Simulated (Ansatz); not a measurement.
# CH2OSi (SMILES C#[Si]O): single points off equilibrium

A test off equilibrium: a structure displaced at random from a GFN2-xTB minimum is computed at several levels, and each is set against CCSD(T).

Method: single points in def2-TZVPP; program: Ansatz 0.2.0, Gaussian basis.

Correlated methods freeze the cores. B3LYP uses VWN-RPA correlation.

## Step 1: The system as given

SMILES `C#[Si]O`, 5 atoms, charge 0, spin multiplicity 1.

Atoms are counted from 1 here; the program's logs count them from 0.

Bond lengths: C1–Si2 1.648 Å, C1–H4 1.135 Å, Si2–O3 1.638 Å, O3–H5 0.919 Å. Angles: Si2–C1–H4 116.1°, C1–Si2–O3 164.6°, Si2–O3–H5 129.1°.

As a file:

```xyz
5

C    -0.8985    1.1419    0.7473
Si    0.0350   -0.0229    0.0496
O     1.2649   -0.8641   -0.6297
H    -1.7703    0.7734    1.3737
H     1.4023   -1.0787   -1.5125
```

## Step 2: CCSD(T)/def2-TZVPP

run/in.yaml

```yaml
crystal:
  periodic: [false, false, false]
  atoms:
    - {symbol: C, position_ang: [-0.898500, 1.141900, 0.747300]}
    - {symbol: Si, position_ang: [0.035000, -0.022900, 0.049600]}
    - {symbol: O, position_ang: [1.264900, -0.864100, -0.629700]}
    - {symbol: H, position_ang: [-1.770300, 0.773400, 1.373700]}
    - {symbol: H, position_ang: [1.402300, -1.078700, -1.512500]}
basis:
  gaussian: {orbitals: def2-TZVPP}
correlation: {method: ccsd_t}
output: {forces: true}
```

No record of the launch command was kept for these runs.

## Step 3: PBE0-D4/def2-TZVPP

run/in.yaml, as its differences from that of step 2:

```diff
@@ -10,3 +10,3 @@
   gaussian: {orbitals: def2-TZVPP}
-correlation: {method: ccsd_t}
-output: {forces: true}
+hamiltonian: {xc: pbe0, dispersion: d4}
+output: {forces: true, orbitals: {seedname: orbitals}}
```

## Step 4: wB97M-V/def2-TZVPP

run/in.yaml, as its differences from that of step 3:

```diff
@@ -10,3 +10,3 @@
   gaussian: {orbitals: def2-TZVPP}
-hamiltonian: {xc: pbe0, dispersion: d4}
-output: {forces: true, orbitals: {seedname: orbitals}}
+hamiltonian: {xc: {name: wB97M-V}}
+output: {forces: true}
```

## Step 5: r2SCAN-D4/def2-TZVPP

run/in.yaml, as its differences from that of step 4:

```diff
@@ -10,3 +10,3 @@
   gaussian: {orbitals: def2-TZVPP}
-hamiltonian: {xc: {name: wB97M-V}}
+hamiltonian: {xc: r2scan, dispersion: d4}
 output: {forces: true}
```

## Step 6: PBE-D4/def2-TZVPP

run/in.yaml, as its differences from that of step 5:

```diff
@@ -10,3 +10,3 @@
   gaussian: {orbitals: def2-TZVPP}
-hamiltonian: {xc: r2scan, dispersion: d4}
+hamiltonian: {xc: pbe, dispersion: d4}
 output: {forces: true}
```

## Step 7: CAM-B3LYP-D4/def2-TZVPP

run/in.yaml, as its differences from that of step 6:

```diff
@@ -10,3 +10,3 @@
   gaussian: {orbitals: def2-TZVPP}
-hamiltonian: {xc: pbe, dispersion: d4}
+hamiltonian: {xc: {name: CAM-B3LYP}, dispersion: d4}
 output: {forces: true}
```

## Step 8: B3LYP-D4/def2-TZVPP

run/in.yaml, as its differences from that of step 7:

```diff
@@ -10,3 +10,3 @@
   gaussian: {orbitals: def2-TZVPP}
-hamiltonian: {xc: {name: CAM-B3LYP}, dispersion: d4}
+hamiltonian: {xc: {name: B3LYP}, dispersion: d4}
 output: {forces: true}
```

(Steps that only read results are left out.)

What does the calculation give? Wanted: energy less free atoms, CCSD(T)/def2-TZVPP; RMS force component; RMS force error; HOMO and LUMO, PBE0-D4; T1 diagnostic.

As calculated:

| quantity | value |
| --- | --- |
| energy less free atoms, CCSD(T)/def2-TZVPP | -16.677 eV |
| RMS force component | 1.122 to 1.236 eV/Å over the methods |
| RMS force error | PBE0-D4 0.282, wB97M-V 0.365, r2SCAN-D4 0.218, PBE-D4 0.262, CAM-B3LYP-D4 0.419, B3LYP-D4 0.243 eV/Å |
| HOMO and LUMO, PBE0-D4 | -6.41 and -2.35 eV |
| T1 diagnostic | 0.022 |

Against CCSD(T) the functionals' energies less atoms differ by -1.154 to -0.221 eV, PBE-D4 by -1.154 eV. A larger basis would deepen the CCSD(T) value, while the functionals are nearly converged already, so the order here is not reliable. The forces of r2SCAN-D4 come nearest to CCSD(T), those of CAM-B3LYP-D4 are farthest. Frozen-core CCSD(T) forces in triple zeta carry basis errors of their own, and this is one geometry, so small gaps rank nothing. The restricted Hartree–Fock reference is unstable towards an unrestricted one at one or more of these structures.
